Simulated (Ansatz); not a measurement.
`N=C1CC1F` → 3 C• + F• + 4 H• + N•  (atomization)

Gas-phase electronic energies from Ansatz, PBE0-D4/def2-TZVP geometries. CCSD(T)/CBS adds triple-zeta CCSD(T) − MP2 to the extrapolated MP2 energy (def2 sets, frozen cores). This one scheme is used for every species, atoms too. Functionals use def2-TZVPP. HSE06 is defined as in plane-wave codes. No spin–orbit coupling; open shells (•) take unrestricted orbitals. Spin–orbit coupling would lower the free atoms: a little for C, F. Each species was taken in one conformer, which may not be the lowest.

`N=C1CC1F`:

Z-matrix (Å, degrees):
```
C
C 1 1.462
C 1 1.526 2 58.6
H 1 1.086 2 121.7 3 -105.3
H 1 1.087 2 115.6 3 106.9
N 2 1.252 1 144.7 3 -173.9
F 3 1.361 1 118.9 2 109.1
H 3 1.086 1 117.8 2 -110.1
H 6 1.022 2 110.4 1 172.6
```

Q: What is ΔE at CCSD(T)/CBS? (An estimate is asked.)

A: Ansatz gave: +3641.5 kJ/mol.

Q: What do these levels give: HSE06-D4, BHLYP-D4, HSE06, HF/def2-SVP, HF/def2-QZVPP, SCS-MP2/def2-QZVPP? (Estimate.)

A: Computed: HSE06-D4 3713.6, BHLYP-D4 3499.7, HSE06 3702.9, HF/def2-SVP 2540.0, HF/def2-QZVPP 2497.2, SCS-MP2/def2-QZVPP 3668.8 kJ/mol.

Largest T1 diagnostic among the species: 0.012.

From r2SCAN to r2SCAN0 (25 % exact exchange), in def2-TZVPP and without D4, ΔE moves by −87.1 kJ/mol: exact exchange takes away binding that semilocal exchange gives to molecules. Leaving LDA and LC-ωPBE aside and taking each functional with its dispersion term where it has one, the values, not all of them listed here, spread over 328.4 kJ/mol, from BHLYP-D4 to PBE-D4. LDA lies +515.9 kJ/mol from PBE without D4, its usual overbinding. At CCSD(T), def2-SVP lies −174.6 kJ/mol from the extrapolated value and def2-TZVPP −103.5 kJ/mol: correlation converges slowly with the basis, and small sets miss more of it in the bonded molecule than in its fragments.

For atomizations the MP2-based limit and the directly extrapolated one differ by several kJ/mol either way, and by 10 to 25 for some Ge, Se and Sn compounds, so smaller differences from it don't rank the levels.
